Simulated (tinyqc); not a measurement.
Inside a calculation (part 1 of 2). Method: UHF in the sto-6g basis, for BH2+, spin multiplicity 1. Computed by tinyqc, a small Python program that keeps every step (integrals from PySCF). Settings: charge = 1, multiplicity = 1, basis = sto-6g, energy threshold = 1e-08, iteration cap = 64, orthogonalisation = symmetric, start = core, DIIS depth = 0, method = UHF, break = 0.7. Command: `OMP_NUM_THREADS=1 python tinyqc.py 23929 23930 out.jsonl` (the two numbers bound the seeds that draw the settings). One thread of a shared host (Intel(R) Xeon(R) Processor @ 2.60GHz), about 0.1 s of CPU time with the checks. Later iterations appear only in the table of the cycle.

## One-electron integrals

Geometry (angstrom):
```
atom         x          y         z
B     0.000000   0.000000  0.000000
H     0.000000   0.997000  0.486000
H     0.000000  -1.077000  0.526000
```

Basis sto-6g: exponents (1/bohr^2) and contraction coefficients of normalised primitives:
```
element  l (shell)    exponent  coefficient
B            s (1)  506.011147     0.009164
B            s (1)   92.776814     0.049362
B            s (1)   25.955658     0.168538
B            s (1)    8.916445     0.370563
B            s (1)    3.462507     0.416492
B            s (1)    1.426054     0.130334
B            s (2)   23.194575    -0.013253
B            s (2)    4.590810    -0.046992
B            s (2)    1.426819    -0.033785
B            s (2)    0.548948     0.250242
B            s (2)    0.238410     0.595117
B            s (2)    0.109280     0.240706
B            p (3)   23.194575     0.003760
B            p (3)    4.590810     0.037679
B            p (3)    1.426819     0.173897
B            p (3)    0.548948     0.418036
B            p (3)    0.238410     0.425859
B            p (3)    0.109280     0.101708
H            s (1)   35.523221     0.009164
H            s (1)    6.513144     0.049361
H            s (1)    1.822143     0.168538
H            s (1)    0.625955     0.370563
H            s (1)    0.243077     0.416492
H            s (1)    0.100112     0.130334
```

Overlap, kinetic and nuclear-attraction integrals over the contracted functions; the nuclear repulsion is the sum of Za Zb / Rab.

nuclear repulsion = 4.84812585 hartree

overlap S, lower triangle:
```
           1B 1s     1B 2s    1B 2px     1B 2py    1B 2pz     2H 1s     3H 1s
1B 1s   1.000000
1B 2s   0.264891  1.000000
1B 2px  0.000000  0.000000  1.000000
1B 2py  0.000000  0.000000  0.000000   1.000000
1B 2pz  0.000000  0.000000  0.000000   0.000000  1.000000
2H 1s   0.082811  0.518584  0.000000   0.461900  0.225159  1.000000
3H 1s   0.067772  0.471787  0.000000  -0.436138  0.213007  0.106365  1.000000
```

kinetic energy T (hartree), lower triangle:
```
            1B 1s     1B 2s    1B 2px     1B 2py    1B 2pz      2H 1s     3H 1s
1B 1s   10.947243
1B 2s   -0.333880  0.374498
1B 2px   0.000000  0.000000  1.125026
1B 2py   0.000000  0.000000  0.000000   1.125026
1B 2pz   0.000000  0.000000  0.000000   0.000000  1.125026
2H 1s   -0.008559  0.109985  0.000000   0.243830  0.118858   0.768522
3H 1s   -0.010876  0.086116  0.000000  -0.203571  0.099423  -0.012034  0.768522
```

nuclear attraction V (hartree), lower triangle:
```
             1B 1s      1B 2s     1B 2px     1B 2py     1B 2pz      2H 1s      3H 1s
1B 1s   -24.310326
1B 2s    -2.987514  -4.630551
1B 2px    0.000000   0.000000  -4.545285
1B 2py   -0.002905  -0.015261   0.000000  -4.751523
1B 2pz   -0.018300  -0.147750   0.000000  -0.006288  -4.594379
2H 1s    -1.040120  -2.192249   0.000000  -1.861714  -0.938473  -3.832638
3H 1s    -0.846394  -1.935432   0.000000   1.695308  -0.856871  -0.437459  -3.671515
```

core Hamiltonian H = T + V (hartree), lower triangle:
```
             1B 1s      1B 2s     1B 2px     1B 2py     1B 2pz      2H 1s      3H 1s
1B 1s   -13.363082
1B 2s    -3.321394  -4.256053
1B 2px    0.000000   0.000000  -3.420258
1B 2py   -0.002905  -0.015261   0.000000  -3.626497
1B 2pz   -0.018300  -0.147750   0.000000  -0.006288  -3.469352
2H 1s    -1.048678  -2.082265   0.000000  -1.617884  -0.819615  -3.064116
3H 1s    -0.857270  -1.849317   0.000000   1.491737  -0.757448  -0.449494  -2.902993
```

## Two-electron integrals

Functions are numbered as in S; the eight-fold symmetry (ij|kl) = (ji|kl) = (kl|ij) leaves the list below.

Two-electron integrals (ij|kl) in chemists' order, unique and non-zero (hartree):
```
(11|11) 2.924993    (21|11) 0.480756    (21|21) 0.099484    (22|11) 0.743449
(22|21) 0.188967    (22|22) 0.544922    (31|31) 0.021096    (32|31) 0.030854
(32|32) 0.120443    (33|11) 0.743450    (33|21) 0.188967    (33|22) 0.544922
(33|33) 0.587109    (41|41) 0.021096    (42|41) 0.030854    (42|42) 0.120443
(43|43) 0.031641    (44|11) 0.743450    (44|21) 0.188967    (44|22) 0.544922
(44|33) 0.523827    (44|44) 0.587109    (51|51) 0.021096    (52|51) 0.030854
(52|52) 0.120443    (53|53) 0.031641    (54|54) 0.031641    (55|11) 0.743450
(55|21) 0.188967    (55|22) 0.544922    (55|33) 0.523827    (55|44) 0.523827
(55|55) 0.587109    (61|11) 0.156995    (61|21) 0.031397    (61|22) 0.058894
(61|33) 0.058573    (61|41) 0.002206    (61|42) 0.004143    (61|44) 0.059351
(61|51) 0.001075    (61|52) 0.002019    (61|54) 0.000379    (61|55) 0.058757
(61|61) 0.010280    (62|11) 0.321157    (62|21) 0.082679    (62|22) 0.256127
(62|33) 0.249440    (62|41) 0.008653    (62|42) 0.047663    (62|44) 0.265649
(62|51) 0.004218    (62|52) 0.023234    (62|54) 0.007901    (62|55) 0.253292
(62|61) 0.027508    (62|62) 0.156614    (63|31) 0.009406    (63|32) 0.040814
(63|43) 0.009311    (63|53) 0.004539    (63|63) 0.018988    (64|11) 0.253979
(64|21) 0.066412    (64|22) 0.216851    (64|33) 0.205356    (64|41) 0.015464
(64|42) 0.078019    (64|44) 0.236794    (64|51) 0.002953    (64|52) 0.018136
(64|54) 0.010786    (64|55) 0.208401    (64|61) 0.023419    (64|62) 0.155900
(64|64) 0.170924    (65|11) 0.123805    (65|21) 0.032373    (65|22) 0.105706
(65|33) 0.100103    (65|41) 0.002953    (65|42) 0.018136    (65|44) 0.106350
(65|51) 0.010845    (65|52) 0.049654    (65|54) 0.012356    (65|55) 0.110665
(65|61) 0.011416    (65|62) 0.075996    (65|64) 0.074063    (65|65) 0.055091
(66|11) 0.466586    (66|21) 0.122689    (66|22) 0.423907    (66|33) 0.398686
(66|41) 0.017177    (66|42) 0.119338    (66|44) 0.459822    (66|51) 0.008373
(66|52) 0.058173    (66|54) 0.029801    (66|55) 0.413213    (66|61) 0.042091
(66|62) 0.317225    (66|64) 0.345613    (66|65) 0.168473    (66|66) 0.774999
(71|11) 0.127959    (71|21) 0.025620    (71|22) 0.048154    (71|33) 0.047891
(71|41) -0.001805   (71|42) -0.003417   (71|44) 0.048528    (71|51) 0.000882
(71|52) 0.001669    (71|54) -0.000311   (71|55) 0.048043    (71|61) 0.007973
(71|62) 0.020316    (71|64) 0.015384    (71|65) 0.008432    (71|66) 0.029753
(71|71) 0.006846    (72|11) 0.282033    (72|21) 0.072755    (72|22) 0.227987
(72|33) 0.221765    (72|41) -0.007644   (72|42) -0.043500   (72|44) 0.236835
(72|51) 0.003733    (72|52) 0.021245    (72|54) -0.007360   (72|55) 0.225359
(72|61) 0.021863    (72|62) 0.095436    (72|64) 0.069077    (72|65) 0.045357
(72|66) 0.150472    (72|71) 0.019828    (72|72) 0.127848    (73|31) 0.007960
(73|32) 0.035318    (73|43) -0.008324   (73|53) 0.004065    (73|63) 0.010304
(73|73) 0.014770    (74|11) -0.230995   (74|21) -0.060480   (74|22) -0.199689
(74|33) -0.189129   (74|41) 0.013439    (74|42) 0.070187    (74|44) -0.217913
(74|51) -0.002676   (74|52) -0.017030   (74|54) 0.009993    (74|55) -0.192024
(74|61) -0.017224   (74|62) -0.072547   (74|64) -0.043891   (74|65) -0.033740
(74|66) -0.106994   (74|71) -0.017399   (74|72) -0.131338   (74|74) 0.146866
(75|11) 0.112817    (75|21) 0.029538    (75|22) 0.097527    (75|33) 0.092369
(75|41) -0.002676   (75|42) -0.017030   (75|44) 0.098297    (75|51) 0.009267
(75|52) 0.043635    (75|54) -0.011219   (75|55) 0.101914    (75|61) 0.009370
(75|62) 0.046513    (75|64) 0.033064    (75|65) 0.031894    (75|66) 0.077049
(75|71) 0.008498    (75|72) 0.064144    (75|74) -0.064515   (75|75) 0.046279
(76|11) 0.064224    (76|21) 0.016476    (76|22) 0.051293    (76|33) 0.050008
(76|41) -0.000050   (76|42) -0.000394   (76|44) 0.051882    (76|51) 0.001453
(76|52) 0.008001    (76|54) -0.000098   (76|55) 0.051991    (76|61) 0.005245
(76|62) 0.026613    (76|64) 0.022899    (76|65) 0.014136    (76|66) 0.048485
(76|71) 0.004304    (76|72) 0.024362    (76|74) -0.021990   (76|75) 0.013279
(76|76) 0.005659    (77|11) 0.434712    (77|21) 0.114546    (77|22) 0.403036
(77|33) 0.378998    (77|41) -0.015337   (77|42) -0.112794   (77|44) 0.437224
(77|51) 0.007490    (77|52) 0.055088    (77|54) -0.028437   (77|55) 0.392887
(77|61) 0.034046    (77|62) 0.161459    (77|64) 0.109405    (77|65) 0.080524
(77|66) 0.254419    (77|71) 0.032091    (77|72) 0.282830    (77|74) -0.316902
(77|75) 0.154773    (77|76) 0.048485    (77|77) 0.774999
```

## Orthogonalisation

S = U s U^T; symmetric (Loewdin) form X = U s^(-1/2) U^T, so that X^T S X = 1.

eigenvalues of S: 0.257116  0.321652  0.869017  1.000000  1.079236  1.581796  1.891182

X, lower triangle:
```
            1B 1s      1B 2s    1B 2px     1B 2py     1B 2pz      2H 1s     3H 1s
1B 1s    1.030371
1B 2s   -0.163332   1.334095
1B 2px   0.000000   0.000000  1.000000
1B 2py  -0.000750   0.035154  0.000000   1.256183
1B 2pz  -0.010654   0.132494  0.000000   0.013009   1.057328
2H 1s    0.023260  -0.410478  0.000000  -0.380154  -0.175216   1.346040
3H 1s    0.024162  -0.339383  0.000000   0.330147  -0.150550  -0.033723  1.268914
```

## Starting guess

The start is the orbitals of the core Hamiltonian, with HOMO and LUMO mixed by +/-0.7 rad for the two spins; D(s) = C_occ C_occ^T for each spin.

D(alpha) at the start, lower triangle:
```
            1B 1s      1B 2s     1B 2px     1B 2py     1B 2pz     2H 1s     3H 1s
1B 1s    1.069285
1B 2s   -0.273611   1.045592
1B 2px   0.011729  -0.049182   0.415016
1B 2py  -0.011962   0.053130   0.541315   0.719288
1B 2pz  -0.120154   0.512545  -0.027994   0.020972   0.251479
2H 1s    0.035736  -0.110653  -0.054745  -0.084595  -0.053584  0.020462
3H 1s    0.033788  -0.106062   0.068349   0.078121  -0.052501  0.002062  0.020525
```

D(beta) at the start, lower triangle:
```
            1B 1s      1B 2s     1B 2px     1B 2py     1B 2pz     2H 1s     3H 1s
1B 1s    1.069285
1B 2s   -0.273611   1.045592
1B 2px  -0.011729   0.049182   0.415016
1B 2py  -0.011962   0.053130  -0.541315   0.719288
1B 2pz  -0.120154   0.512545   0.027994   0.020972   0.251479
2H 1s    0.035736  -0.110653   0.054745  -0.084595  -0.053584  0.020462
3H 1s    0.033788  -0.106062  -0.068349   0.078121  -0.052501  0.002062  0.020525
```

## Iteration 1: building the Fock matrix

J_ij = sum D_kl (ij|kl) with D = D(alpha) + D(beta), K_ij = sum D_kl (ik|jl) for each spin; F = H + J - K(s); E = tr D H + tr D J / 2 - 0.5 sum_s tr D(s) K(s) + E_nn.

Coulomb J (hartree), lower triangle:
```
           1B 1s     1B 2s    1B 2px     1B 2py    1B 2pz     2H 1s     3H 1s
1B 1s   8.951407
1B 2s   1.733985  3.693165
1B 2px  0.000000  0.000000  3.700187
1B 2py  0.004000  0.017081  0.000000   3.708018
1B 2pz  0.044496  0.186761  0.000000   0.001524  3.671285
2H 1s   0.559059  1.719740  0.000000   1.423936  0.749565  2.738220
3H 1s   0.455363  1.510359  0.000000  -1.283984  0.679194  0.347287  2.546571
```

exchange K(alpha) (hartree), lower triangle:
```
            1B 1s      1B 2s     1B 2px     1B 2py    1B 2pz     2H 1s     3H 1s
1B 1s    3.004832
1B 2s    0.516766   0.632068
1B 2px  -0.001748  -0.028464   0.387615
1B 2py   0.001401   0.024911   0.275435   0.474871
1B 2pz   0.015185   0.258781  -0.014687   0.008860  0.272104
2H 1s    0.176575   0.330422   0.081052   0.186826  0.162736  0.267896
3H 1s    0.143799   0.271028  -0.097960  -0.141758  0.135698  0.092169  0.190864
```

exchange K(beta) (hartree), lower triangle:
```
           1B 1s     1B 2s     1B 2px     1B 2py    1B 2pz     2H 1s     3H 1s
1B 1s   3.004832
1B 2s   0.516766  0.632068
1B 2px  0.001748  0.028464   0.387615
1B 2py  0.001401  0.024911  -0.275435   0.474871
1B 2pz  0.015185  0.258781   0.014687   0.008860  0.272104
2H 1s   0.176575  0.330422  -0.081052   0.186826  0.162736  0.267896
3H 1s   0.143799  0.271028   0.097960  -0.141758  0.135698  0.092169  0.190864
```

F(alpha) (hartree), lower triangle:
```
            1B 1s      1B 2s     1B 2px     1B 2py     1B 2pz      2H 1s      3H 1s
1B 1s   -7.416507
1B 2s   -2.104176  -1.194956
1B 2px   0.001748   0.028464  -0.107685
1B 2py  -0.000306  -0.023091  -0.275435  -0.393350
1B 2pz   0.011011  -0.219770   0.014687  -0.013624  -0.070172
2H 1s   -0.666194  -0.692947  -0.081052  -0.380773  -0.232785  -0.593792
3H 1s   -0.545706  -0.609985   0.097960   0.349512  -0.213952  -0.194376  -0.547286
```

F(beta) (hartree), lower triangle:
```
            1B 1s      1B 2s     1B 2px     1B 2py     1B 2pz      2H 1s      3H 1s
1B 1s   -7.416507
1B 2s   -2.104176  -1.194956
1B 2px  -0.001748  -0.028464  -0.107685
1B 2py  -0.000306  -0.023091   0.275435  -0.393350
1B 2pz   0.011011  -0.219770  -0.014687  -0.013624  -0.070172
2H 1s   -0.666194  -0.692947   0.081052  -0.380773  -0.232785  -0.593792
3H 1s   -0.545706  -0.609985  -0.097960   0.349512  -0.213952  -0.194376  -0.547286
```

total energy of this density = -24.39598513 hartree

## Iteration 1: diagonalisation and new density

Diagonalise F' = X^T F X, C = X C', fill 3 alpha and 3 beta electrons from the bottom; D(s) = C_occ C_occ^T. Each column has its largest component positive (the first on a tie).

F' = X^T F X (alpha) (hartree), lower triangle:
```
           1          2          3          4          5          6          7
1  -7.248164
2  -1.064151  -0.498377
3  -0.002316   0.029976  -0.107685
4   0.005977   0.012670  -0.281653  -0.063156
5   0.027709  -0.069047   0.015153   0.000958   0.009443
6  -0.133437  -0.399837  -0.021911  -0.377947  -0.193889  -0.109805
7  -0.089426  -0.326395   0.024273   0.330178  -0.167076  -0.067470  -0.175344
```

orbital energies (alpha) (hartree): MO1 -7.419787, MO2 -0.819617, MO3 -0.662311, MO4 -0.077362, MO5 -0.013001, MO6 0.296221, MO7 0.502770

coefficients C (alpha):
```
              MO1        MO2        MO3        MO4        MO5        MO6        MO7
1B 1s    0.993374  -0.226507   0.008550   0.037292   0.156245  -0.154571  -0.041396
1B 2s    0.026856   0.625536  -0.036134  -0.188851  -0.690092   1.039097   0.352154
1B 2px  -0.000325  -0.016009   0.388500   0.847864  -0.145098   0.175574  -0.279390
1B 2py   0.000229   0.037029   0.560618   0.187044   0.000063  -0.241429   1.193305
1B 2pz   0.001152   0.221714  -0.010054   0.045052   0.750160   0.735968   0.182941
2H 1s   -0.004809   0.310356   0.310571  -0.298105   0.296444  -0.743104  -1.111515
3H 1s   -0.004813   0.266290  -0.354472   0.589167   0.190465  -0.979264   0.565484
```

F' = X^T F X (beta) (hartree), lower triangle:
```
           1          2          3          4          5          6          7
1  -7.248164
2  -1.064151  -0.498377
3   0.002316  -0.029976  -0.107685
4   0.005977   0.012670   0.281653  -0.063156
5   0.027709  -0.069047  -0.015153   0.000958   0.009443
6  -0.133437  -0.399837   0.021911  -0.377947  -0.193889  -0.109805
7  -0.089426  -0.326395  -0.024273   0.330178  -0.167076  -0.067470  -0.175344
```

orbital energies (beta) (hartree): MO1 -7.419787, MO2 -0.819617, MO3 -0.662311, MO4 -0.077362, MO5 -0.013001, MO6 0.296221, MO7 0.502770

coefficients C (beta):
```
              MO1        MO2        MO3        MO4        MO5        MO6        MO7
1B 1s    0.993374  -0.226507   0.008550  -0.037292   0.156245  -0.154571  -0.041396
1B 2s    0.026856   0.625536  -0.036134   0.188851  -0.690092   1.039097   0.352154
1B 2px   0.000325   0.016009  -0.388500   0.847864   0.145098  -0.175574   0.279390
1B 2py   0.000229   0.037029   0.560618  -0.187044   0.000063  -0.241429   1.193305
1B 2pz   0.001152   0.221714  -0.010054  -0.045052   0.750160   0.735968   0.182941
2H 1s   -0.004809   0.310356   0.310571   0.298105   0.296444  -0.743104  -1.111515
3H 1s   -0.004813   0.266290  -0.354472  -0.589167   0.190465  -0.979264   0.565484
```

D(alpha) after iteration 1, lower triangle:
```
            1B 1s      1B 2s     1B 2px     1B 2py    1B 2pz      2H 1s     3H 1s
1B 1s    1.038172
1B 2s   -0.115320   0.393323
1B 2px   0.006626  -0.024061   0.151188
1B 2py  -0.003366   0.002912   0.217207   0.315664
1B 2pz  -0.049162   0.139085  -0.007456   0.002574  0.049260
2H 1s   -0.072420   0.182788   0.115690   0.185603  0.065682   0.192799
3H 1s   -0.068129   0.179253  -0.141974  -0.188864  0.062599  -0.027421  0.196584
```

D(beta) after iteration 1, lower triangle:
```
            1B 1s     1B 2s     1B 2px     1B 2py    1B 2pz      2H 1s     3H 1s
1B 1s    1.038172
1B 2s   -0.115320  0.393323
1B 2px  -0.006626  0.024061   0.151188
1B 2py  -0.003366  0.002912  -0.217207   0.315664
1B 2pz  -0.049162  0.139085   0.007456   0.002574  0.049260
2H 1s   -0.072420  0.182788  -0.115690   0.185603  0.065682   0.192799
3H 1s   -0.068129  0.179253   0.141974  -0.188864  0.062599  -0.027421  0.196584
```

## Iteration 2: building the Fock matrix

As before.

Coulomb J (hartree), lower triangle:
```
           1B 1s     1B 2s    1B 2px     1B 2py    1B 2pz     2H 1s     3H 1s
1B 1s   8.328076
1B 2s   1.594004  3.448519
1B 2px  0.000000  0.000000  3.398385
1B 2py  0.002808  0.011490  0.000000   3.535929
1B 2pz  0.033624  0.185634  0.000000   0.002018  3.411240
2H 1s   0.515148  1.665360  0.000000   1.423840  0.739874  2.843457
3H 1s   0.419758  1.475508  0.000000  -1.300178  0.676871  0.335283  2.704198
```

exchange K(alpha) (hartree), lower triangle:
```
            1B 1s      1B 2s     1B 2px     1B 2py    1B 2pz     2H 1s     3H 1s
1B 1s    2.960912
1B 2s    0.506465   0.579601
1B 2px  -0.000289  -0.017473   0.201309
1B 2py   0.000176   0.015477   0.173520   0.540554
1B 2pz   0.000803   0.192596  -0.005727   0.006573  0.190904
2H 1s    0.169164   0.397408   0.079072   0.321184  0.172203  0.556733
3H 1s    0.138233   0.355789  -0.098350  -0.293439  0.155625  0.094143  0.508472
```

exchange K(beta) (hartree), lower triangle:
```
           1B 1s     1B 2s     1B 2px     1B 2py    1B 2pz     2H 1s     3H 1s
1B 1s   2.960912
1B 2s   0.506465  0.579601
1B 2px  0.000289  0.017473   0.201309
1B 2py  0.000176  0.015477  -0.173520   0.540554
1B 2pz  0.000803  0.192596   0.005727   0.006573  0.190904
2H 1s   0.169164  0.397408  -0.079072   0.321184  0.172203  0.556733
3H 1s   0.138233  0.355789   0.098350  -0.293439  0.155625  0.094143  0.508472
```

F(alpha) (hartree), lower triangle:
```
            1B 1s      1B 2s     1B 2px     1B 2py     1B 2pz      2H 1s      3H 1s
1B 1s   -7.995918
1B 2s   -2.233855  -1.387135
1B 2px   0.000289   0.017473  -0.223182
1B 2py  -0.000274  -0.019249  -0.173520  -0.631122
1B 2pz   0.014520  -0.154712   0.005727  -0.010842  -0.249016
2H 1s   -0.702695  -0.814313  -0.079072  -0.515228  -0.251943  -0.777392
3H 1s   -0.575744  -0.729598   0.098350   0.484998  -0.236202  -0.208354  -0.707267
```

F(beta) (hartree), lower triangle:
```
            1B 1s      1B 2s     1B 2px     1B 2py     1B 2pz      2H 1s      3H 1s
1B 1s   -7.995918
1B 2s   -2.233855  -1.387135
1B 2px  -0.000289  -0.017473  -0.223182
1B 2py  -0.000274  -0.019249   0.173520  -0.631122
1B 2pz   0.014520  -0.154712  -0.005727  -0.010842  -0.249016
2H 1s   -0.702695  -0.814313   0.079072  -0.515228  -0.251943  -0.777392
3H 1s   -0.575744  -0.729598  -0.098350   0.484998  -0.236202  -0.208354  -0.707267
```

total energy of this density = -25.30154439 hartree
